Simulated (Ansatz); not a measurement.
We consider rock-salt BaS, described by r²SCAN (plane waves, PAW; Ansatz, a program for electronic structure).

A relaxed, unreconstructed slab of the (110) face has 16 atoms, two equal faces of 29.193 Å² each and an energy of -54998.3561 eV. A bulk cell of 4 atoms with the same orientation and in-plane k mesh has -13750.2626 eV. Energies are extrapolated to zero smearing.

Settings: plane-wave cutoff 500 eV, 4×6×1 k mesh (along the axes of the cell as run), gaussian smearing 0.02 eV, scalar-relativistic PAW data made under PBE.

Worked out: γ = (E_slab − N E_bulk per atom)/2A = [-54998.3561 − 16 × (-13750.2626/4)]/(2 × 29.193) = 0.0461 eV/Å². With 16.022 J/m² per eV/Å² this is 0.74 J/m², or 1.35 eV per surface cell and face.
